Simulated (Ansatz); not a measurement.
Start from `OC=C(F)F` and change one atom or group to get `O/C=C(/F)Cl`.

Ansatz, PBE0-D4/def2-TZVP geometries, multiplicity 1. Each molecule was computed in one conformer, which needn't be the lowest.

| property | `OC=C(F)F` |
| --- | --- |
| HOMO energy (PBE/def2-TZVPP) / eV | -5.45 |
| HOMO–LUMO gap (PBE/def2-TZVPP) / eV | 5.18 |
| zero-point energy (PBE0-D4/def2-TZVP) / kJ/mol | 109.5 |
| HOMO energy (B3LYP/def2-TZVPP) / eV | -6.64 |
| HOMO energy (PBE0/def2-TZVPP) / eV | -6.83 |
| size of the dipole moment (B3LYP/def2-TZVPP) / D | 2.57 |

Task: Give the same properties after the change, and the shifts. (Estimate.)

Result: Ansatz gave: 
```json
{"property": "HOMO energy (PBE/def2-TZVPP) / eV", "`O/C=C(/F)Cl`": "-5.47", "shift": "-0.02"}
{"property": "HOMO–LUMO gap (PBE/def2-TZVPP) / eV", "`O/C=C(/F)Cl`": "5.00", "shift": "-0.18"}
{"property": "zero-point energy (PBE0-D4/def2-TZVP) / kJ/mol", "`O/C=C(/F)Cl`": "106.6", "shift": "-2.9"}
{"property": "HOMO energy (B3LYP/def2-TZVPP) / eV", "`O/C=C(/F)Cl`": "-6.57", "shift": "0.07"}
{"property": "HOMO energy (PBE0/def2-TZVPP) / eV", "`O/C=C(/F)Cl`": "-6.77", "shift": "0.06"}
{"property": "size of the dipole moment (B3LYP/def2-TZVPP) / D", "`O/C=C(/F)Cl`": "0.76", "shift": "-1.81"}
```

With PBE0 the HOMO rises by 0.06 eV and the LUMO falls by 0.13 eV, so the gap narrows by about 0.19 eV. PBE moves the HOMO by -0.02 eV and ωB97M-V by 0.11 eV. Dipoles are sizes alone; their direction can turn.

B3LYP here is the variant with VWN-RPA as its local correlation; programs differ in this.
